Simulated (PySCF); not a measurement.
Predicted microwave data (PBE0-D3(BJ)/def2-SVP geometry optimisation, gas phase (PySCF)) for one isomer of C6H7 (doublet):

```
Rotational constants : A = 5361, B = 5250, C = 2696 MHz
Dipole components    : |μa| = 0.53 D, |μb| = 0.00 D, |μc| = 0.00 D
Inertial defect      : -3.04 u·Å²
κ                    : 0.92
```

Question: Which structure is it? (One computed conformer of each.)
A. `C=C1C=C[C]1C` [radical]
B. `C1CC=[C]CC=1` [radical]
C. `[CH2:1][C@@H:2]1[CH:3]=[CH:4][C:5]1=[CH2:6]` (doublet state) with H–C1–C2–C3 -146° and 41°
D. `C1[CH]C=CCC=1` (cyclohexadienyl radical)

Answer: D. It is [CH]1C=CCC=C1, a near-oblate asymmetric top, point group C2v. The candidates at the same level (rigid rotor, commonest isotopes):

```csv
SMILES,A (MHz),B (MHz),C (MHz),μa (D),μb (D),μc (D),Δ (u·Å²),point group,rotor
[CH]1C=CCC=C1,5361,5250,2696,0.53,0.00,0.00,-3.04,C2v,near-oblate asymmetric top
C=C1C=C[C]1C,5344,3952,2305,0.76,0.10,0.00,-3.15,Cs,asymmetric top
[CH2][C@@H]1C=CC1=C,5269,4123,2538,0.22,0.30,0.05,-19.37,C1,asymmetric top
[C]1=CCC=CC1,5635,4859,2696,0.05,0.94,0.00,-6.20,Cs,asymmetric top
```

`[CH2][C@@H]1C=CC1=C` has B 21 % too low; `[C]1=CCC=CC1` has B 7 % too low; `C=C1C=C[C]1C` has B 25 % too low. In the right answer the symmetry axis of this C2v structure is a, so μb and μc vanish by symmetry. No structure here is proved a minimum.
